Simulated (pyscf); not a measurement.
## Four-centre exchange: Cl–GeH₃ + chlorine (Cl–Cl) → Cl–GeH₂–Cl + hydrogen chloride (HCl)

Gas phase, singlet surface, charge 0. Bonds broken: Ge1–H3, Cl6–Cl7. Bonds formed: Ge1–Cl6, H3–Cl7. PySCF, gas phase, ωB97X-D3(BJ)/def2-SVP geometries.

Transition state (Å):

```xyz
7

Ge    -1.4347    -0.9248     0.7117
Cl    -1.1004    -1.3068     2.7858
H      0.1209    -0.5792     0.0457
H     -2.6380    -0.0159     0.4983
H     -1.6017    -2.2916     0.0114
Cl     0.0280     1.6396     0.9052
Cl     1.5834    -0.0236    -0.1712
```

One imaginary mode, 2043i cm⁻¹; descent along it reached the two sides named.

| bond | change | reactant side (Å) | saddle | product side |
|---|---|---|---|---|
| Ge1–H3 | breaks | 1.529 | 1.727 | 3.5 |
| Cl6–Cl7 | breaks | 2.021 | 2.519 | 3.7 |
| Ge1–Cl6 | forms | 3.5 | 3.0 | 2.162 |
| H3–Cl7 | forms | 3.2 | 1.579 | 1.288 |

Electronic energies relative to the separated reactants (kJ/mol):

```tsv
level	barrier	reaction energy	reverse barrier
ωB97X-D3(BJ)/def2-TZVP	282.7	-250.4	533.1
B3LYP-D3(BJ)/def2-TZVP	223.9	-234.6	458.5
PBE0-D3(BJ)/def2-TZVP	239.1	-242.2	481.3
M06-2X/def2-TZVP	272.0	-250.4	522.3
ωB97M-D3(BJ)/def2-TZVP	278.1	-241.3	519.4
HF/def2-TZVP	404.9	-260.2	665.1
```

With ωB97M-D3(BJ)/def2-TZVP energies and thermal terms (ideal gas, 1 atm, RRHO with modes under 100 cm⁻¹ raised to 100, one conformer, R ln 2 for rigid chiral ones), in kJ/mol:

```json
[
 {"T (K)": "298", "ΔH‡": "269.2", "ΔG‡": "306.2", "ΔH": "-239.9", "ΔG": "-239.9"},
 {"T (K)": "600", "ΔH‡": "272.4", "ΔG‡": "342.5", "ΔH": "-238.5", "ΔG": "-240.6"},
 {"T (K)": "900", "ΔH‡": "275.4", "ΔG‡": "376.9", "ΔH": "-238.2", "ΔG": "-241.8"},
 {"T (K)": "1200", "ΔH‡": "277.9", "ΔG‡": "410.4", "ΔH": "-238.4", "ΔG": "-242.9"}
]
```

The same reactants have a lower exit, to Cl• + Cl• + Cl–GeH₃ (no saddle counted: cutting one bond costs +245.9 kJ/mol at ωB97M-D3(BJ), against +278.1 kJ/mol here). This is the saddle that the search found; another between the same sides may lie lower. One closed-shell reference is unstable to symmetry breaking; treat the single-reference values with care. Elements up to Kr have no core potential and no relativistic terms here.
